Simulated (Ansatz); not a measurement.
in.yaml

```yaml
crystal:
  periodic: [false, false, false]
  atoms:
    - {symbol: B, position_ang: [0.064568, 0.023749, 1.060941]}
    - {symbol: Ge, position_ang: [-0.100306, 0.032123, -0.768865]}
    - {symbol: C, position_ang: [-0.023685, -0.000301, -2.552445]}
    - {symbol: H, position_ang: [0.059423, -0.055571, 2.260369]}
basis:
  gaussian: {orbitals: cc-pVDZ}
magnetization: {spin_polarized: true, initial_magnetization: 0}
correlation: {method: ccsd_t, electrons: outside_noble_gas}
```

```sh
$ ansatz run in.yaml --threads 1 --pin off --events-out ev --progress --plain --max-ram 2393MiB
```

Output:

```
639 factors; integrals over basis functions are off by at most 1.0e-3 eV
mean field evaluation 1: about -58178.7933 eV, gradient 1.9e1 eV
mean field evaluation 2: about -58178.7977 eV, gradient 1.9e1 eV
mean field evaluation 4: about -58181.9886 eV, gradient 3.2e0 eV
mean field evaluation 8: about -58182.2616 eV, gradient 7.6e-2 eV
mean field evaluation 16: about -58182.3596 eV, gradient 3.8e-2 eV
mean field evaluation 32: about -58183.7119 eV, gradient 2.4e0 eV
mean field evaluation 64: about -58182.2618 eV, gradient 4.0e-2 eV
mean field evaluation 96: about -58184.0698 eV, gradient 1.1e-1 eV
mean field evaluation 128: about -58183.3600 eV, gradient 1.2e0 eV
mean field evaluation 160: about -58181.3222 eV, gradient 2.8e0 eV
mean field evaluation 192: about -58182.8819 eV, gradient 3.1e-2 eV
mean field evaluation 224: about -58182.9013 eV, gradient 6.3e-3 eV
mean field evaluation 256: about -58182.8912 eV, gradient 1.5e-1 eV
mean field evaluation 288: about -58183.7462 eV, gradient 2.0e0 eV
mean field evaluation 320: about -58183.3838 eV, gradient 4.0e-1 eV
mean field evaluation 352: about -58183.2712 eV, gradient 1.4e0 eV
mean field evaluation 384: about -58183.3658 eV, gradient 1.1e0 eV
mean field evaluation 416: about -58183.3819 eV, gradient 3.0e-2 eV
mean field -58184.07077628 eV, -2138.2251624485 hartree, gradient 2.1e-6 eV, S^2 1.618896; 17 other end points of the search recorded, 0 dependent functions left out
determinant -58184.07077628 eV, -2138.2251624485 hartree, with singles and doubles -58191.45879810 eV, -2138.4966672427 hartree
determinant -58183.42172862 eV, -2138.2013103870 hartree, with singles and doubles -58191.20533765 eV, -2138.4873527431 hartree
determinant -58183.38883048 eV, -2138.2001014028 hartree, with singles and doubles -58191.32792903 eV, -2138.4918578933 hartree
determinant -58182.90130296 eV, -2138.1821850968 hartree, with singles and doubles -58190.14243307 eV, -2138.4482917202 hartree
determinant -58184.07077628 eV, -2138.2251624485 hartree, with singles and doubles -58191.53529603 eV, -2138.4994784899 hartree
determinant -58183.42172862 eV, -2138.2013103870 hartree, with singles and doubles -58191.42450709 eV, -2138.4954070715 hartree
determinant -58183.38883048 eV, -2138.2001014028 hartree, with singles and doubles -58191.45854557 eV, -2138.4966579624 hartree
determinant -58183.24312730 eV, -2138.1947469098 hartree, with singles and doubles -58191.35371051 eV, -2138.4928053451 hartree
determinant -58182.26129129 eV, -2138.1586651019 hartree, with singles and doubles -58191.35128393 eV, -2138.4927161698 hartree
16 core orbitals not correlated: weight in the atoms' cores, before any rotation towards them, 0.998 or more for the frozen orbitals, at most 0.002 for the correlated occupied ones
reference -58184.07077628 eV, -2138.2251624485 hartree; 6, 6 occupied and 38, 38 virtual orbitals, 639 factors
second order -6.03748783 eV of doubles, -0.00000000 eV of singles
cycle   1  -7.46452192 eV  change   -2.2e-6 eV  update   2.7e-6
perturbative correction -0.52561404 eV, -0.0193159598 hartree
WARN: the results are in doubt because among natural orbitals full CI differs from the method by -0.094 eV
Total energy: -58192.06091224 eV, -2138.5187945294 hartree
In doubt: among natural orbitals full CI differs from the method by -0.094 eV
```

Ran on 1 thread of Arm Neoverse V2, shared host: 31 s wall, 0.16 GiB peak host memory.
